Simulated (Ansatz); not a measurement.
**SnP₂: from a trial structure to a relaxed crystal**

These are results of DFT PBE, scalar-relativistic, plane waves, PAW in Ansatz 0.2.0, not measurements.

The start puts SnP₂ on the 2H molybdenite structure type (P6_3/mmc, No. 194), with Sn in place of Mo, P in place of S, at a guessed volume.

Input of the last, converged step (default PAW datasets):

```yaml
crystal:
  lattice:
    - [3.2878229482, 0.0, 0.0]
    - [-1.6439114741, 2.8473381963, 0.0]
    - [0.0, 0.0, 13.7280518567]
  atoms:
    - { symbol: Sn, position: [0.3333333333, 0.6666666667, 0.25] }
    - { symbol: Sn, position: [0.6666666667, 0.3333333333, 0.75] }
    - { symbol: P, position: [0.3333333333, 0.6666666667, 0.5461316367] }
    - { symbol: P, position: [0.6666666667, 0.3333333333, 0.0461316367] }
    - { symbol: P, position: [0.3333333333, 0.6666666667, 0.9538683633] }
    - { symbol: P, position: [0.6666666667, 0.3333333333, 0.4538683633] }
basis:
  ecutwfc: 420
kpoints:
  mp_grid: { grid: [12, 12, 4] }
hamiltonian:
  xc: pbe
scf:
  occupations: { method: gaussian, width: 0.1 }
output:
  forces: true
  stress: true
  eigenvalues: true
relax:
  adjacent_minimum: "off"
  f_tol: 0.01
  max_steps: 80
  cell: { stress_tol: 0.05 }
```

It can be run as:

```bash
ansatz run input.yaml --threads 1 --pin off --backend cpu --events-out ev --progress --plain --runs-dir out  # memory cap (--max-ram) not shown
```

End of the output:

```
SCF converged after 6 iterations
Free energy (F): -15070.298079 eV
Harris-Foulkes:  -15070.298079 eV  (|F-HF|=4.55e-11)
Internal energy: -15070.282615 eV  (E = F + TS)
E sigma→0 (E₀):  -15070.290347 eV
Entropy (-TS):   -0.015464 eV (-2.577 meV/atom)
Fermi energy:    9.513536 eV
--- Per-component energies (eV) ---
  E_band       = -146.498604
  E_kinetic    = 649.923023
  E_local      = -2318.862444  (includes V_loc(G=0)·N_el)
  E_nonlocal   = 69.463026
  E_hartree    = 1310.648635
  E_xc         = -1010.643069
  E_vxc        = -434.312993  (∫ρ·V_xc dr)
  E_paw        = -10545.749302  (= ΣΔE_a)
  E_vpaw       = -734.006098  (= ΣTr[D̂ρ^β])
  E_aug_tail   = 0.000012  (compensation charges beyond the density's cutoff)
  E_ewald      = -3225.062497
  E_smearing   = -0.015464  (= −TS)
  E_closure    =  0.000000  (closes the sum)
  Σ components = -15070.298079   (vs F -15070.298079, Δ=0.00e0)
--- Forces (eV/Å), atoms counted from 1 ---
  atom   1  Sn     0.00000000     0.00000000     0.00000000
  atom   2  Sn     0.00000000     0.00000000     0.00000000
  atom   3  P      0.00000000     0.00000000    -0.00043756
  atom   4  P      0.00000000     0.00000000    -0.00043756
  atom   5  P      0.00000000     0.00000000     0.00043756
  atom   6  P      0.00000000     0.00000000     0.00043756
  max |Σ_I F_I| component: 1.41e-16 eV/Å
--- Stress (GPa, compression-positive) ---
       -0.003421       0.000000       0.000000
        0.000000      -0.003421       0.000000
        0.000000       0.000000      -0.011412
  P = ⅓ Tr σ = -0.0061 GPa (-0.061 kbar)
--- Relaxed structure (5 steps of the walk, 5 accepted, 1 SCFs on fresh bases) ---
  F+E_penalty+E_count = -15070.29807932 eV   max|allowed force component| = 4.376e-4 eV/Å   (the final SCF, on the basis selected at the relaxed cell)
  cell:  # Å, volume = 126.3627 Å³
    - [3.293823, 0.000000, 0.000000]
    - [-1.646912, 2.852534, 0.000000]
    - [0.000000, 0.000000, 13.448931]
  atoms:
    - { symbol: Sn, position: [0.333333, 0.666667, 0.25] }
    - { symbol: Sn, position: [0.666667, 0.333333, 0.750000] }
    - { symbol: P, position: [0.333333, 0.666667, 0.547683] }
    - { symbol: P, position: [0.666667, 0.333333, 0.047683] }
    - { symbol: P, position: [0.333333, 0.666667, 0.952317] }
    - { symbol: P, position: [0.666667, 0.333333, 0.452317] }
```

Absolute energies hang on the potentials; compare differences alone.

The result has space group P6_3/mmc (No. 194). Around Sn lie 6 Sn at 3.29 Å and 6 P at 3.32 Å; P has 3 P at 2.29 Å.

Against the elements it lies at 0.14 eV/atom. The zero of energy is the elements' standard structures at the same level; no fitted shifts are applied.

The k mesh leaves about 4 meV/atom of noise in metals.

A structure relaxed within its symmetry needn't be a true minimum.